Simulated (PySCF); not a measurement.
## Al₃, doublet: molecular constants

All numbers come from UPBE0/[Al def2-TZVP], no relativity, density fitting, PySCF.

The structure is a minimum.

Z-matrix (Å, degrees; charge 0 multiplicity 2):
```
Al
Al 1 2.5100
Al 2 2.5100 1 60.00
```

- Point group: D3h
- Bond lengths: Al–Al 2.510 Å (×3)
- Bond angles: Al–Al–Al 60.0° (×3)
- Rotational constants: 0.1983, 0.1983, 0.09917 cm⁻¹
- Lowest empty level (α): -2.97 eV
- Highest occupied level (β): -4.93 eV
- Principal quadrupole moments (Buckingham, traceless) about the centre of mass: -9.30, 4.65, 4.65 D Å
- Zero-point energy: 5.1 kJ/mol
- Principal polarisabilities: 123.7, 162.6, 162.6 bohr³
- Enthalpy at 298.15 K above 0 K: 13.41 kJ/mol
- Spin squared ⟨S²⟩: 0.806
- Heat capacity Cp at 298.15 K: 54.5 J/(mol K)
- Rotational symmetry number: 6
- Dipole moment: 0.00 D
- Atomisation energy without zero-point energy: 373 kJ/mol
- Entropy at 298.15 K and 1 bar (electronic part: spin only): 280.7 J/(mol K)

Harmonic modes (masses in u: Al 26.982):
```
symmetry  ω (cm⁻¹)  IR (km/mol, summed over degenerate members)
      e'       245                                          4.9
     a1'       366                                          0.0
```

In D3h the vibrations span e' + a1'. The a1' mode carries no infrared intensity, as symmetry demands.

Charges (e):
```tsv
atom	Mulliken	Löwdin	polar tensor	spin (Mulliken)	Mayer order to Al1
Al1	0.00	0.00	0.00	0.33	–
Al2,3	0.00	0.00	0.00	0.33	1.11
```
Other Mayer orders above 0.3: Al–Al 1.11.

Mulliken populations on Al1: s 5.69, p 7.21, d 0.09, f 0.01.

This need not be the most stable arrangement of these atoms.

The final relaxation and frequency run took 16 s on 4 threads of a shared Intel Xeon 6975P-C (Granite Rapids) host, with 111 basis functions and 6 gradients; the process peaked at 1 GiB. Launch command: `OMP_NUM_THREADS=4 python axn.py task.json out`.
